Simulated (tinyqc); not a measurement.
Inside a calculation. Method: Born-Oppenheimer dynamics on the RHF/sto-3g surface (energies and gradients from PySCF), for HF, spin multiplicity 1. Computed by tinyqc, a small Python program that keeps every step (integrals from PySCF). Settings: charge = 0, multiplicity = 1, basis = sto-3g, time step (fs) = 0.2, steps = 24. Command: `OMP_NUM_THREADS=1 python tinyqc.py 26225 26226 out.jsonl` (the two numbers bound the seeds that draw the settings). One thread of a shared host (Intel(R) Xeon(R) Processor @ 2.60GHz), about 1 s of CPU time with the checks.

positions (bohr), order 1F, 2H:
$$\begin{pmatrix}
0.000000 & 0.000000 & 0.000000 \\
0.000000 & 0.000000 & 1.918072
\end{pmatrix}$$

The total energy should stay constant up to terms of order dt^2; the step counts as short enough if it moves by less than 2 % of the largest kinetic energy.

Trajectory:
```
time (fs)  1F-2H (angstrom)  potential (hartree)  kinetic (hartree)  total (hartree)
0.000000           1.015000         -98.56875199         0.00008155     -98.56867043
0.200000           1.013163         -98.56898746         0.00031584     -98.56867162
0.400000           1.009939         -98.56938585         0.00071218     -98.56867367
0.600000           1.005392         -98.56991448         0.00123798     -98.56867651
0.800000           0.999617         -98.57052842         0.00184843     -98.56867999
1.000000           0.992739         -98.57117286         0.00248894     -98.56868392
1.200000           0.984910         -98.57178659         0.00309859     -98.56868800
1.400000           0.976314         -98.57230665         0.00361477     -98.56869188
1.600000           0.967160         -98.57267414         0.00397900     -98.56869514
1.800000           0.957686         -98.57284097         0.00414367     -98.56869730
2.000000           0.948150         -98.57277709         0.00407915     -98.56869794
2.200000           0.938827         -98.57247703         0.00378030     -98.56869674
2.400000           0.930000         -98.57196456         0.00327098     -98.56869358
2.600000           0.921955         -98.57129385         0.00260517     -98.56868868
2.800000           0.914962         -98.57054572         0.00186311     -98.56868261
3.000000           0.909268         -98.56981847         0.00114221     -98.56867625
3.200000           0.905080         -98.56921381         0.00054312     -98.56867069
3.400000           0.902557         -98.56882020         0.00015325     -98.56866694
3.600000           0.901795         -98.56869688         0.00003113     -98.56866575
3.800000           0.902823         -98.56886268         0.00019533     -98.56866735
4.000000           0.905601         -98.56929233         0.00062091     -98.56867143
4.200000           0.910024         -98.56992134         0.00124417     -98.56867718
4.400000           0.915926         -98.57065824         0.00197469     -98.56868356
4.600000           0.923092         -98.57140079         0.00271129     -98.56868950
4.800000           0.931271         -98.57205251         0.00335834     -98.56869417
```

Is the time step short enough?

Yes. The total energy moves within 3.2e-05 hartree, under 2 % of the largest kinetic energy.
